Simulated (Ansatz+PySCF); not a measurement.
**doublet CH₂O(+): levels of theory in one basis**

```xyz
4

O     0.0000    0.0000   -1.1844
C     0.0000    0.0000    0.0024
H     0.0000    1.0111    0.5910
H     0.0000   -1.0111    0.5910
```

Basis set: cc-pVTZ (spherical functions). Left uncorrelated: 2 orbitals. Correlation on ROHF uses semicanonical orbitals with singles. Charge 1, multiplicity 2.

Computed with Ansatz (development build ahead of 0.2.0) and PySCF 2.14.0; each method stands on the lowest determinant of its kind that the runs found.

```
      method  E − E(ROHF) (eV)  <S²> of the determinant
        ROHF              0.00                     0.75
         UHF             -0.24                     0.79
    ROHF-MP2             -9.25                        –
     UHF-MP2             -9.25                     0.79
ROHF-CCSD(T)            -10.42                        –
 UHF-CCSD(T)            -10.42                     0.79
```

(1) What does UHF-CCSD give on the same scale?

Results:

(1) -10.02 eV.

Caution for ROHF-MP2, ROHF-CCSD(T): large amplitudes, a single reference is doubtful.
